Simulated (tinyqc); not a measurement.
Worked calculation (part 2 of 2): MP2 on RHF in the sto-6g basis, frozen core, for H3O+, spin multiplicity 1. Computed by tinyqc, a small Python program that keeps every step (integrals from PySCF). Command: `OMP_NUM_THREADS=1 python tinyqc.py 30891 30892 out.jsonl` (the two numbers bound the seeds that draw the settings). One thread of a shared host (Intel(R) Xeon(R) Processor @ 2.60GHz), about 0.2 s of CPU time with the checks.

Geometry (angstrom):
```
atom          x          y         z
O      0.000000   0.000000  0.071000
H      1.123000   0.000000  0.000000
H     -0.561000   0.972000  0.000000
H     -0.561000  -0.972000  0.000000
```

## Iteration 8 (converged): orbitals

converged F (hartree):
```
             1O 1s      1O 2s     1O 2px     1O 2py     1O 2pz      2H 1s      3H 1s      4H 1s
1O 1s   -21.028726  -5.081900   0.000013   0.000000   0.004357  -0.833808  -0.835193  -0.835193
1O 2s    -5.081900  -2.758455   0.000130   0.000000   0.015831  -0.917481  -0.918560  -0.918560
1O 2px    0.000013   0.000130  -0.764785   0.000000  -0.000011  -0.563676   0.281976   0.281976
1O 2py    0.000000   0.000000   0.000000  -0.765000   0.000000   0.000000  -0.488517   0.488517
1O 2pz    0.004357   0.015831  -0.000011   0.000000  -0.830862   0.044076   0.044128   0.044128
2H 1s    -0.833808  -0.917481  -0.563676   0.000000   0.044076  -0.684118  -0.227151  -0.227151
3H 1s    -0.835193  -0.918560   0.281976  -0.488517   0.044128  -0.227151  -0.684764  -0.227373
4H 1s    -0.835193  -0.918560   0.281976   0.488517   0.044128  -0.227151  -0.227373  -0.684764
```

X:
```
            1O 1s      1O 2s     1O 2px     1O 2py     1O 2pz      2H 1s      3H 1s      4H 1s
1O 1s    1.022908  -0.137374   0.000009   0.000000   0.000967   0.016295   0.016312   0.016312
1O 2s   -0.137374   1.202846  -0.000122   0.000000  -0.009940  -0.205744  -0.206089  -0.206089
1O 2px   0.000009  -0.000122   1.079853   0.000000   0.000008  -0.208346   0.104261   0.104261
1O 2py   0.000000   0.000000   0.000000   1.079996   0.000000   0.000000  -0.180671   0.180671
1O 2pz   0.000967  -0.009940   0.000008   0.000000   1.000543   0.011274   0.011298   0.011298
2H 1s    0.016295  -0.205744  -0.208346   0.000000   0.011274   1.120034  -0.042493  -0.042493
3H 1s    0.016312  -0.206089   0.104261  -0.180671   0.011298  -0.042493   1.120320  -0.042528
4H 1s    0.016312  -0.206089   0.104261   0.180671   0.011298  -0.042493  -0.042528   1.120320
```

Diagonalise F' = X^T F X, C = X C', fill 5 alpha and 5 beta electrons from the bottom; D = 2 C_occ C_occ^T. Each column has its largest component positive (the first on a tie).

F' = X^T F X (hartree):
```
            1          2          3          4          5          6          7          8
1  -20.699148  -2.525207   0.000015   0.000000   0.006556  -0.110382  -0.110723  -0.110723
2   -2.525207  -1.630075  -0.000091   0.000000  -0.008363  -0.403237  -0.403782  -0.403782
3    0.000015  -0.000091  -0.540969   0.000000   0.000008  -0.461532   0.230879   0.230879
4    0.000000   0.000000   0.000000  -0.540865   0.000000   0.000000  -0.400042   0.400042
5    0.006556  -0.008363   0.000008   0.000000  -0.829148   0.030200   0.030243   0.030243
6   -0.110382  -0.403237  -0.461532   0.000000   0.030200  -0.303208  -0.045096  -0.045096
7   -0.110723  -0.403782   0.230879  -0.400042   0.030243  -0.045096  -0.303065  -0.045166
8   -0.110723  -0.403782   0.230879   0.400042   0.030243  -0.045096  -0.045166  -0.303065
```

orbital energies (hartree): MO1 -21.031690, MO2 -1.654852, MO3 -0.982550, MO4 -0.982304, MO5 -0.832026, MO6 -0.033155, MO7 0.183247, MO8 0.183786

coefficients C:
```
              MO1        MO2        MO3        MO4        MO5        MO6        MO7        MO8
1O 1s    0.996783  -0.230630   0.000000  -0.000056  -0.012080  -0.138195  -0.000214   0.000000
1O 2s    0.014761   0.902977   0.000000   0.000328   0.063793   0.879447   0.001553   0.000000
1O 2px  -0.000002  -0.000127   0.000000   0.694140  -0.000061   0.000963  -0.865679   0.000000
1O 2py   0.000000   0.000000   0.694051   0.000000   0.000000   0.000000   0.000000   0.866008
1O 2pz  -0.000367  -0.019509   0.000000   0.000062   0.996954  -0.085267  -0.000141   0.000000
2H 1s   -0.002391   0.096867   0.000000   0.419889  -0.026410  -0.625365   0.875640   0.000000
3H 1s   -0.002394   0.097012   0.363592  -0.209886  -0.026375  -0.623992  -0.439123  -0.759309
4H 1s   -0.002394   0.097012  -0.363592  -0.209886  -0.026375  -0.623992  -0.439123   0.759309
```

D after iteration 8:
```
            1O 1s      1O 2s     1O 2px     1O 2py     1O 2pz      2H 1s      3H 1s      4H 1s
1O 1s    2.093827  -0.388622  -0.000022   0.000000  -0.015820  -0.048855  -0.048860  -0.048860
1O 2s   -0.388622   1.639311   0.000217   0.000000   0.091955   0.171772   0.171625   0.171625
1O 2px  -0.000022   0.000217   0.963661   0.000000  -0.000030   0.582902  -0.291402  -0.291402
1O 2py   0.000000   0.000000   0.000000   0.963413   0.000000   0.000000   0.504703  -0.504703
1O 2pz  -0.015820   0.091955  -0.000030   0.000000   1.988596  -0.056385  -0.056400  -0.056400
2H 1s   -0.048855   0.171772   0.582902   0.000000  -0.056385   0.372787  -0.156059  -0.156059
3H 1s   -0.048860   0.171625  -0.291402   0.504703  -0.056400  -0.156059   0.372728  -0.156069
4H 1s   -0.048860   0.171625  -0.291402  -0.504703  -0.056400  -0.156059  -0.156069   0.372728
```

## Convergence

Stop when the energy changes by less than 1e-10 hartree and every element of the error matrix X^T (F D S - S D F) X is below 3e-06.

Course of the cycle:
```
iteration   E (hartree)     change  largest element of the error matrix
1          -74.15439019          -                             6.35e-01
2          -75.89600186  -1.74e+00                             2.73e-01
3          -75.98783765  -9.18e-02                             1.44e-02
4          -75.98837873  -5.41e-04                             2.61e-03
5          -75.98839543  -1.67e-05                             1.30e-03
6          -75.98840279  -7.36e-06                             2.32e-04
7          -75.98840304  -2.54e-07                             1.12e-06
8          -75.98840304  -3.17e-12                             9.82e-08
```

PySCF RHF in the same basis = -75.98840304 hartree

Converged in 8 iterations.

## Populations, bond orders and dipole

overlap S:
```
           1O 1s     1O 2s     1O 2px     1O 2py     1O 2pz      2H 1s      3H 1s      4H 1s
1O 1s   1.000000  0.231145   0.000000   0.000000   0.000000   0.037646   0.037709   0.037709
1O 2s   0.231145  1.000000   0.000000   0.000000   0.000000   0.373883   0.374292   0.374292
1O 2px  0.000000  0.000000   1.000000   0.000000   0.000000   0.329789  -0.164991  -0.164991
1O 2py  0.000000  0.000000   0.000000   1.000000   0.000000   0.000000   0.285867  -0.285867
1O 2pz  0.000000  0.000000   0.000000   0.000000   1.000000  -0.020850  -0.020881  -0.020881
2H 1s   0.037646  0.373883   0.329789   0.000000  -0.020850   1.000000   0.131012   0.131012
3H 1s   0.037709  0.374292  -0.164991   0.285867  -0.020881   0.131012   1.000000   0.131092
4H 1s   0.037709  0.374292  -0.164991  -0.285867  -0.020881   0.131012   0.131092   1.000000
```

Mulliken: Z minus the diagonal of D S on the atom; Loewdin: the same with S^(1/2) D S^(1/2); Mayer order: 2 sum_s sum (D(s) S)_ij (D(s) S)_ji over the two atoms.

Charges (e):
```
atom   Mulliken    Loewdin
1O    -0.236805  -0.043291
2H     0.412310   0.347886
3H     0.412247   0.347702
4H     0.412247   0.347702
```

Mayer bond orders:
```
pair     order
2-1   0.778642
3-1   0.778684
3-2   0.025679
4-1   0.778684
4-2   0.025679
4-3   0.025689
```

dipole moment about the origin, x y z (debye): 0.002487  0.000000  -0.208470

## Integrals over molecular orbitals

core Hamiltonian H = T + V (hartree):
```
             1O 1s      1O 2s     1O 2px     1O 2py     1O 2pz      2H 1s      3H 1s      4H 1s
1O 1s   -33.342557  -7.373553   0.000012   0.000000   0.002253  -1.208468  -1.210487  -1.210487
1O 2s    -7.373553  -9.562482   0.000127   0.000000   0.026142  -2.910120  -2.913765  -2.913765
1O 2px    0.000012   0.000127  -7.915473   0.000000  -0.000011  -2.156861   1.079257   1.079257
1O 2py    0.000000   0.000000   0.000000  -7.915653   0.000000   0.000000  -1.869918   1.869918
1O 2pz    0.002253   0.026142  -0.000011   0.000000  -7.789026   0.142323   0.142554   0.142554
2H 1s    -1.208468  -2.910120  -2.156861   0.000000   0.142323  -4.707119  -0.829716  -0.829716
3H 1s    -1.210487  -2.913765   1.079257  -1.869918   0.142554  -0.829716  -4.709338  -0.830403
4H 1s    -1.210487  -2.913765   1.079257   1.869918   0.142554  -0.829716  -0.830403  -4.709338
```

Given earlier and not repeated: Two-electron integrals (ij|kl) in chemists' order.

(pq|rs) = sum C_ip C_jq C_kr C_ls (ij|kl), one index at a time.

one-electron integrals over orbitals h = C^T H C (hartree):
```
            1          2          3          4          5          6          7          8
1  -33.329649   0.583880   0.000000   0.000146   0.028277   0.348082   0.000548   0.000000
2    0.583880  -8.052145   0.000000  -0.000105  -0.053609  -1.389979  -0.002313   0.000000
3    0.000000   0.000000  -6.726110   0.000000   0.000000   0.000000   0.000000  -1.822633
4    0.000146  -0.000105   0.000000  -6.725633  -0.000104  -0.002914   1.822820   0.000000
5    0.028277  -0.053609   0.000000  -0.000104  -7.779480   0.166072   0.000080   0.000000
6    0.348082  -1.389979   0.000000  -0.002914   0.166072  -4.734780   0.000517   0.000000
7    0.000548  -0.002313   0.000000   1.822820   0.000080   0.000517  -5.490326   0.000000
8    0.000000   0.000000  -1.822633   0.000000   0.000000   0.000000   0.000000  -5.490911
```

Two-electron integrals over orbitals (pq|rs), unique and non-zero (hartree); the lowest 1 orbital is frozen and left out:
```
(22|22) 0.721938    (32|32) 0.131952    (33|22) 0.638124    (33|33) 0.633450
(42|22) -0.000047   (42|33) -0.033463   (42|42) 0.131900    (43|32) -0.033461
(43|43) 0.041098    (44|22) 0.638056    (44|33) 0.551171    (44|42) 0.033519
(44|44) 0.633411    (52|22) -0.001284   (52|33) 0.001644    (52|42) 2.02e-06
(52|44) 0.001643    (52|52) 0.153790    (53|32) 0.000042    (53|43) 0.001687
(53|53) 0.031303    (54|22) 0.000010    (54|33) 0.001695    (54|42) 0.000041
(54|44) -0.001681   (54|52) 0.000028    (54|54) 0.031302    (55|22) 0.760009
(55|33) 0.640232    (55|42) 0.000022    (55|44) 0.640201    (55|52) 0.020258
(55|54) 0.000018    (55|55) 0.879245    (62|22) 0.135093    (62|33) 0.089764
(62|42) 0.000100    (62|44) 0.089772    (62|52) -0.006436   (62|54) 0.000007
(62|55) 0.164639    (62|62) 0.066827    (63|32) -0.015245   (63|43) 0.029870
(63|53) 0.002232    (63|63) 0.060640    (64|22) 0.000306    (64|33) 0.030095
(64|42) -0.015280   (64|44) -0.029678   (64|52) 0.000011    (64|54) 0.002240
(64|55) 0.000330    (64|62) 0.000154    (64|64) 0.060787    (65|22) -0.019885
(65|33) -0.010952   (65|42) 0.000012    (65|44) -0.010940   (65|52) 0.066605
(65|54) 0.000045    (65|55) -0.017651   (65|62) -0.013070   (65|64) -0.000024
(65|65) 0.034576    (66|22) 0.475689    (66|33) 0.467106    (66|42) 0.000229
(66|44) 0.467316    (66|52) -0.012838   (66|54) -0.000013   (66|55) 0.474442
(66|62) 0.027981    (66|64) -0.000098   (66|65) -0.008479   (66|66) 0.436827
(72|22) 0.000243    (72|33) -0.008036   (72|42) -0.058178   (72|44) 0.008304
(72|52) -1.78e-06   (72|54) -0.003523   (72|55) 0.000271    (72|62) 0.000048
(72|64) -0.034894   (72|65) -0.000020   (72|66) 0.000024    (72|72) 0.056908
(73|32) -0.034813   (73|43) 0.006086    (73|53) 0.001795    (73|63) 0.029802
(73|73) 0.033481    (74|22) -0.181036   (74|33) -0.133936   (74|42) 0.034742
(74|44) -0.121868   (74|52) -0.007764   (74|54) -0.001799   (74|55) -0.202830
(74|62) -0.084821   (74|64) -0.029923   (74|65) 0.009135    (74|66) -0.030552
(74|72) -0.000351   (74|74) 0.152166    (75|22) -0.000009   (75|33) 0.002941
(75|42) -0.007777   (75|44) -0.002955   (75|52) 0.000105    (75|54) -0.023307
(75|55) -3.31e-06   (75|62) -0.000017   (75|64) 0.004385    (75|65) 0.000025
(75|66) -0.000027   (75|72) 0.002407    (75|74) -0.003163   (75|75) 0.021115
(76|22) -2.79e-06   (76|33) 0.046650    (76|42) -0.096334   (76|44) -0.046770
(76|52) -0.000015   (76|54) 0.004455    (76|55) -0.000046   (76|62) -0.000064
(76|64) 0.061846    (76|65) -0.000018   (76|66) -0.000328   (76|72) 0.009106
(76|74) -0.051560   (76|75) 0.007222    (76|76) 0.128582    (77|22) 0.565884
(77|33) 0.498947    (77|42) 0.029181    (77|44) 0.574934    (77|52) 0.001437
(77|54) -0.002774   (77|55) 0.568235    (77|62) 0.066681    (77|64) -0.045458
(77|65) -0.006950   (77|66) 0.458526    (77|72) 0.017786    (77|74) -0.071157
(77|75) -0.003554   (77|76) -0.063435   (77|77) 0.560167    (82|32) 0.058149
(82|43) 0.008202    (82|53) 0.003524    (82|63) 0.034902    (82|73) -0.000116
(82|82) 0.056911    (83|22) 0.180975    (83|33) 0.121830    (83|42) 0.034802
(83|44) 0.133958    (83|52) 0.007763    (83|54) -0.001785   (83|55) 0.202805
(83|62) 0.084837    (83|64) -0.029616   (83|65) -0.009122   (83|66) 0.030800
(83|72) -0.000038   (83|74) -0.086898   (83|75) -0.003176   (83|76) -0.051713
(83|77) 0.106456    (83|83) 0.152215    (84|32) 0.034812    (84|43) -0.006047
(84|53) -0.001790   (84|63) -0.029714   (84|73) -0.031987   (84|82) 0.000179
(84|84) 0.033407    (85|32) 0.007778    (85|43) -0.002941   (85|53) 0.023308
(85|63) -0.004375   (85|73) -0.003175   (85|82) 0.002407    (85|84) 0.003172
(85|85) 0.021119    (86|32) 0.096305    (86|43) -0.046567   (86|53) -0.004443
(86|63) -0.061613   (86|73) -0.051699   (86|82) 0.009128    (86|84) 0.051626
(86|85) 0.007209    (86|86) 0.128259    (87|32) 0.029581    (87|43) -0.038160
(87|53) -0.002789   (87|63) -0.045770   (87|73) -0.017920   (87|82) -0.017633
(87|84) 0.017855    (87|85) 0.003576    (87|86) 0.063743    (87|87) 0.049117
(88|22) 0.566013    (88|33) 0.575131    (88|42) -0.029424   (88|44) 0.498870
(88|52) 0.001440    (88|54) 0.002792    (88|55) 0.568342    (88|62) 0.066726
(88|64) 0.045886    (88|65) -0.006968   (88|66) 0.458235    (88|72) -0.017531
(88|74) -0.106590   (88|75) 0.003566    (88|76) 0.063673    (88|77) 0.462732
(88|83) 0.071032    (88|88) 0.560569
```

## Second-order Moller-Plesset energy

Hartree-Fock energy = -75.98840304 hartree

E2 = sum_ijab (ia|jb) [2 (ia|jb) - (ib|ja)] / (e_i + e_j - e_a - e_b) over occupied i, j and virtual a, b; the opposite-spin part is (ia|jb)^2 / denominator, the rest is same-spin, and SCS-MP2 scales them by 6/5 and 1/3.

Terms (the 40 largest of 74):
```
i  j  a  b    (ia|jb)    (ib|ja)  denominator       term
4  4  7  7   0.152166   0.152166    -2.331104  -0.009933
3  3  8  8   0.152215   0.152215    -2.332671  -0.009933
4  3  7  8  -0.086898  -0.031987    -2.331887  -0.005284
3  4  8  7  -0.086898  -0.031987    -2.331887  -0.005284
3  2  8  6   0.084837   0.034902    -2.788033  -0.004101
2  3  6  8   0.084837   0.034902    -2.788033  -0.004101
2  4  6  7  -0.084821  -0.034894    -2.787249  -0.004101
4  2  7  6  -0.084821  -0.034894    -2.787249  -0.004101
4  4  6  6   0.060787   0.060787    -1.898299  -0.001947
3  3  6  6   0.060640   0.060640    -1.898791  -0.001937
2  2  6  6   0.066827   0.066827    -3.243395  -0.001377
2  2  7  7   0.056908   0.056908    -3.676199  -0.000881
2  2  8  8   0.056911   0.056911    -3.677275  -0.000881
5  5  6  6   0.034576   0.034576    -1.597742  -0.000748
3  3  7  7   0.033481   0.033481    -2.331595  -0.000481
4  4  8  8   0.033407   0.033407    -2.332180  -0.000479
4  4  7  6  -0.029923  -0.029923    -2.114701  -0.000423
4  4  6  7  -0.029923  -0.029923    -2.114701  -0.000423
3  3  6  7   0.029802   0.029802    -2.115193  -0.000420
3  3  7  6   0.029802   0.029802    -2.115193  -0.000420
4  3  8  6  -0.029714  -0.029616    -2.115485  -0.000419
3  4  6  8  -0.029714  -0.029616    -2.115485  -0.000419
3  4  8  6  -0.029616  -0.029714    -2.115485  -0.000413
4  3  6  8  -0.029616  -0.029714    -2.115485  -0.000413
4  3  8  7  -0.031987  -0.086898    -2.331887   0.000314
3  4  7  8  -0.031987  -0.086898    -2.331887   0.000314
5  5  7  7   0.021115   0.021115    -2.030546  -0.000220
5  5  8  8   0.021119   0.021119    -2.031623  -0.000220
2  4  7  6  -0.034894  -0.084821    -2.787249   0.000188
4  2  6  7  -0.034894  -0.084821    -2.787249   0.000188
2  3  8  6   0.034902   0.084837    -2.788033   0.000188
3  2  6  8   0.034902   0.084837    -2.788033   0.000188
2  5  6  6  -0.013070  -0.013070    -2.420569  -0.000071
5  2  6  6  -0.013070  -0.013070    -2.420569  -0.000071
4  5  7  6   0.009135   0.004385    -1.964423  -0.000065
5  4  6  7   0.009135   0.004385    -1.964423  -0.000065
5  3  6  8  -0.009122  -0.004375    -1.965207  -0.000064
3  5  8  6  -0.009122  -0.004375    -1.965207  -0.000064
3  5  8  7  -0.003176  -0.003175    -2.181609  -4.63e-06
5  3  7  8  -0.003176  -0.003175    -2.181609  -4.63e-06
```

Pair energies (hartree; pair i-j sums ij and ji):
```
pair  opposite spin  same spin
2-2       -0.003139          0
3-2       -0.006037  -0.001789
3-3       -0.013190          0
4-2       -0.006036  -0.001789
4-3       -0.009018  -0.002586
4-4       -0.013205          0
5-2       -0.000149  -1.05e-11
5-3       -0.000123  -0.000023
5-4       -0.000123  -0.000023
5-5       -0.001187          0
```

MP2 correlation energy = -0.05841591 hartree

SCS-MP2 correlation energy = -0.06471760 hartree

MP2 total energy = -76.04681896 hartree
